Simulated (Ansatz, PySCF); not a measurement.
System: C₂H₂F, net charge 0, doublet state. It need not be the lowest isomer of its formula. SMILES: [CH]=CF
Geometry from a B3LYP-D3(BJ)/def2-TZVP (Ansatz, an electronic-structure program) optimisation:
```xyz
5

C      0.0300     0.3889     0.0008
C      1.2398    -0.0873    -0.0066
F     -1.0719    -0.3912     0.0045
H     -0.2254     1.4461     0.0047
H      2.2534     0.2654    -0.0109
```
Charge 0, spin multiplicity 2.

Wanted: atomisation energy (electronic, to ground-state atoms), in kcal/mol. Correlated levels leave the core frozen unless marked. Open shells are spin-unrestricted. Spin-orbit coupling is left out. Non-relativistic. The coupled-cluster limit lacks core correlation, which all-electron functionals hold. CBS marks a two-point X^-3 extrapolation of the correlation energy; Hartree-Fock from the larger set. [CCSD(T)-MP2]/basis is that difference in the basis named.

The UHF reference is spin-contaminated (<S^2> 0.18 over the pure value in the largest basis). 

| level | program | atomisation energy (kcal/mol) |
|---|---|---|
| HF-D4/def2-TZVPD | PySCF + dftd4 | 328.1 |
| PBE/def2-TZVPD | Ansatz | [?] |
| TPSS-D3(BJ)/def2-TZVPD | PySCF + dftd3 | 459.8 |
| PBE0-D4/def2-TZVP | Ansatz + dftd4 | 457.3 |
| BHLYP-D3(BJ)/def2-TZVPD | Ansatz + dftd3 | [?] |
| r2SCAN0-D4/def2-TZVPD | Ansatz + dftd4 | 445.9 |
| PW6B95-D3(BJ)/def2-TZVPD | PySCF + dftd3 | [?] |
| HSE06/def2-TZVPD | Ansatz | 457.3 |
| CAM-B3LYP-D4/def2-TZVPD | Ansatz + dftd4 | 455.1 |
| LC-wPBE/def2-TZVPD | Ansatz | 454.8 |
| wB97M-V/def2-TZVPD | Ansatz | [?] |
| B2GP-PLYP/def2-TZVPD | Ansatz | 445.0 |
| B2PLYP/def2-TZVPD | Ansatz | 447.5 |
| RI-MP2/CBS(aug-cc-pVTZ,aug-cc-pVQZ)+[CCSD(T)-MP2]/aug-cc-pVTZ | Ansatz | 449.6 |

What belongs in the gaps?


- PBE/def2-TZVPD, atomisation energy (kcal/mol): 471.6
- BHLYP-D3(BJ)/def2-TZVPD, atomisation energy (kcal/mol): 433.0
- PW6B95-D3(BJ)/def2-TZVPD, atomisation energy (kcal/mol): 454.1
- wB97M-V/def2-TZVPD, atomisation energy (kcal/mol): 451.8
